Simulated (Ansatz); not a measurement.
# CH3NS: single points off equilibrium

The task here is to estimate one member of a computed series from the others.

Computed with Ansatz 0.2.0, Gaussian basis. Level: single points in def2-TZVPP.

Cores are frozen in the correlated methods.

## Starting geometry

6 atoms, charge 0, spin multiplicity 1.

Atoms are counted from 1 here; the program's logs count them from 0.

Bond lengths: N1–C2 1.241 Å, N1–H4 1.030 Å, C2–S3 1.851 Å, C2–H5 1.100 Å, S3–H6 1.287 Å. Angles: C2–N1–H4 110.3°, N1–C2–S3 112.0°, N1–C2–H5 139.5°, S3–C2–H5 108.2°, C2–S3–H6 90.6°.

Coordinates:

| atom | x (Å) | y (Å) | z (Å) |
| --- | --- | --- | --- |
| N1 | -0.9742 | 0.0316 | -0.1720 |
| C2 | 0.2374 | 0.0418 | -0.4408 |
| S3 | 1.2855 | 0.1289 | 1.0822 |
| H4 | -1.5291 | -0.0911 | -1.0310 |
| H5 | 0.9027 | -0.0665 | -1.3104 |
| H6 | 0.2332 | 0.2126 | 1.8189 |

Set-up of the first run:

Contents of run/in.yaml:

```yaml
crystal:
  periodic: [false, false, false]
  atoms:
    - {symbol: N, position_ang: [-0.974200, 0.031600, -0.172000]}
    - {symbol: C, position_ang: [0.237400, 0.041800, -0.440800]}
    - {symbol: S, position_ang: [1.285500, 0.128900, 1.082200]}
    - {symbol: H, position_ang: [-1.529100, -0.091100, -1.031000]}
    - {symbol: H, position_ang: [0.902700, -0.066500, -1.310400]}
    - {symbol: H, position_ang: [0.233200, 0.212600, 1.818900]}
basis:
  gaussian: {orbitals: def2-TZVPP}
correlation: {method: ccsd_t}
output: {forces: true}
```

No record of the launch command was kept for these runs.

Among the steps run: CCSD(T)/def2-TZVPP; PBE0-D4/def2-TZVPP; wB97M-V/def2-TZVPP; r2SCAN-D4/def2-TZVPP; PBE-D4/def2-TZVPP; r2SCAN0-D4/def2-TZVPP; CAM-B3LYP-D4/def2-TZVPP.

One of the session's tables, all rows but one given; the rest of the session is left out.

| method | RMS force component (eV/Å) | angle to CCSD(T) forces (°) | dipole (D) |
| --- | --- | --- | --- |
| CCSD(T) | 1.344 | reference | 1.92 |
| PBE0-D4 | ? | ? | ? |
| wB97M-V | 1.220 | 12.8 | 1.94 |
| r2SCAN-D4 | 1.235 | 10.3 | 1.84 |
| PBE-D4 | 1.310 | 10.0 | 1.76 |
| r2SCAN0-D4 | 1.217 | 18.7 | 1.93 |
| CAM-B3LYP-D4 | 1.221 | 17.6 | 1.94 |

**Question.** Estimate the row for PBE0-D4.

**Answer.** RMS force component (eV/Å): 1.244; angle to CCSD(T) forces (°): 14.6; dipole (D): 1.89. In the column «RMS force component (eV/Å)» it lies between r2SCAN-D4 (1.235) and PBE-D4 (1.310).
